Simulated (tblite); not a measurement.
C₄H₇O (doublet state).
Geometry (GFN2-xTB, Å), atoms numbered from 1 in this order:
```xyz
12
C4H7O angstrom
O      1.3850   -0.4880   -1.4161
C      1.4183   -0.1740   -0.1466
C      0.1071    0.1252    0.5458
C     -0.9751    0.8008   -0.2583
C     -1.1149   -0.6367    0.0980
H      2.1196    0.6876    0.0171
H      1.9617   -0.9693    0.4309
H      0.2027    0.3769    1.5945
H     -0.7162    1.0349   -1.2802
H     -1.5997    1.5310    0.2329
H     -0.9479   -1.3601   -0.6862
H     -1.8395   -0.9291    0.8422
```

Calculated harmonic vibrations of the isolated species, GFN2-xTB (tblite), most abundant isotopes, no scaling. The method is semi-empirical: single wavenumbers can be off by several per cent or more. One conformer, not necessarily the lowest. Open shells enter through the occupations alone, without spin polarisation, and single modes of such species can be off by tens of per cent.

Harmonic wavenumbers (cm⁻¹): 112.1, 210.2, 291.4, 600.9, 605.6, 801.2, 821.0, 853.9, 909.8, 1030.4, 1045.0, 1053.8, 1064.8, 1069.3, 1085.5, 1154.6, 1199.6, 1235.3, 1255.1, 1348.3, 1356.2, 1408.5, 1465.8, 2518.7, 2620.2, 3049.4, 3084.0, 3087.0, 3096.9, 3115.8.

A = 10471, B = 3925, C = 3750 MHz; mass 71.050 u (most abundant isotopes); point group Cs, symmetry number 1; spin multiplicity 2.

Task: Zero-point energy?

Result: Half the sum of the wavenumbers: 21275 cm⁻¹ = 60.83 kcal/mol.

Task: What is S at 273.15 K and 1 bar for an ideal gas of classical rigid rotors and harmonic oscillators?

Result: Translation 38.29, rotation 24.89, vibration 7.94, spin (R ln 2) 1.38: S = 72.5 cal/(mol K).

Task: And Cp and H(273.15 K) − H(0)?

Result: Cp = 19.28 cal/(mol K), of which vibrations give 11.33 (their classical limit is 30 R = 59.6); H(273.15 K) − H(0) = 3.46 kcal/mol without the zero-point energy, 1.29 from vibrations.

Task: What must be added to the electronic energy to get the Gibbs energy at 273.15 K and 1 bar?

Result: ZPE + [H(273.15 K) − H(0)] − T·S = 60.83 + 3.46 − 19.80 = 44.49 kcal/mol.

Task: How do the functions run with temperature in this model?

Result: 
```
T (K)  S (cal/(mol K))  Cp (cal/(mol K))  H − H(0) (kcal/mol)  G − H(0) (kcal/mol)  ln q(vib)
  100             58.4              11.1                 0.92                -4.92       0.29
  200             67.2              15.0                 2.22               -11.23       1.01
  300             74.4              21.0                 4.00               -18.31       1.86
  500             88.2              33.4                 9.50               -34.58       3.90
  800            106.7              45.2                21.46               -63.88       7.40
 1000            117.3              50.2                31.03               -86.30       9.75
```

q(vib) and H(0) count from the zero-point level.

Hindered rotation and anharmonicity are outside this model. Other conformers, if any are populated, would add a mixing term that is left out.
